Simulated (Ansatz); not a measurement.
# AlSiH (singlet): wave-function methods side by side at distance Al2–H3 = 3.534 Å, 6-31G

One table from this session's results is given with a row withheld; the runs are named, their logs left out.

Program: Ansatz 0.2.0, Gaussian basis. Level of theory: 6-31G, core rule «outside noble gas», up to 10 orbitals frozen. These are calculated values, not measurements.

The runs, in order: UHF; CCSD(T) on RHF; CCSD(T) on UHF; BCCD(T) on RHF; CISD; CCSDT(Q) on RHF; CCSDT(Q) on UHF; CISDTQ; CCSDTQ on RHF; CASSCF and MRCISD+Q, 2 electrons in 2 orbitals; CASSCF and NEVPT2, 2 electrons in 2 orbitals; CASSCF and MRCISD+Q, 8 electrons in 9 orbitals; CASSCF and NEVPT4(SD), 8 electrons in 9 orbitals; CASSCF and NEVPT2, 8 electrons in 9 orbitals; Full CI; Full CI in the symmetry of the determinant.

24 further runs of the same task are left out: 17 that didn't finish, 7 set aside as unsound or not needed.

### What is computed

The geometry derives from a PBE0/def2-TZVP stationary point (not a proven minimum). One bond is set to the value named and the two fragments are kept rigid.

3 atoms, charge 0, spin multiplicity 1.

Atoms are counted from 1 here; the program's logs count them from 0.

Bond lengths: Si1–Al2 2.354 Å.

Set-up of the first run:

Input file in.yaml:

```yaml
crystal:
  periodic: [false, false, false]
  atoms:
    - {symbol: Si, position_ang: [0.000000, 0.000000, -2.747203]}
    - {symbol: Al, position_ang: [0.000000, 0.000000, -0.393399]}
    - {symbol: H, position_ang: [0.000000, 0.000000, 3.140601]}
basis:
  gaussian: {orbitals: 6-31G}
magnetization: {spin_polarized: true, initial_magnetization: 0}
hamiltonian: {xc: hf}
output: {orbitals: {seedname: orbitals}}
```

The run is started by

```bash
ansatz run in.yaml --threads 1 --pin off --events-out ev --progress --plain --max-ram 2393MiB
```

Steps of the session up to this table: UHF; CCSD(T) on RHF; CCSD(T) on UHF; BCCD(T) on RHF; CISD; CCSDT(Q) on RHF; CCSDT(Q) on UHF; CISDTQ; CCSDTQ on RHF; CASSCF and MRCISD+Q, 2 electrons in 2 orbitals; CASSCF and NEVPT2, 2 electrons in 2 orbitals; CASSCF and MRCISD+Q, 8 electrons in 9 orbitals; CASSCF and NEVPT4(SD), 8 electrons in 9 orbitals; CASSCF and NEVPT2, 8 electrons in 9 orbitals; Full CI; Full CI in the symmetry of the determinant.

One of the session's tables, all rows but one given; the rest of the session is left out.

```
            method  from FCI (kJ/mol)
       CASSCF pair             +262.4
       NEVPT2 pair              +81.6
       MRCISD pair              +40.2
     MRCISD+Q pair              +11.9
    CASSCF valence                  ?
    NEVPT2 valence              +17.8
NEVPT4(SD) valence               +2.9
    MRCISD valence               +1.7
  MRCISD+Q valence               +0.4
               FCI                  0
```

Estimate the missing values for CASSCF valence.

As computed: from FCI (kJ/mol): +55.6. In the column «from FCI (kJ/mol)» it lies between MRCISD pair (+40.2) and NEVPT2 pair (+81.6).

Left out of the table: RHF, UHF, RMP2, UMP2, CISD, RCCSD, UCCSD, RCCSD(T), UCCSD(T), BCCD(T), RCCSDT, UCCSDT, CISDTQ, RCCSDT(Q), UCCSDT(Q), RCCSDTQ (another determinant or state than the rows shown).

To keep in mind: The determinant is far from a pure spin state, so its energy mixes those of several spin states (harmless only where they are near-degenerate, as at dissociation). The report flags that the cluster equations may have other roots.
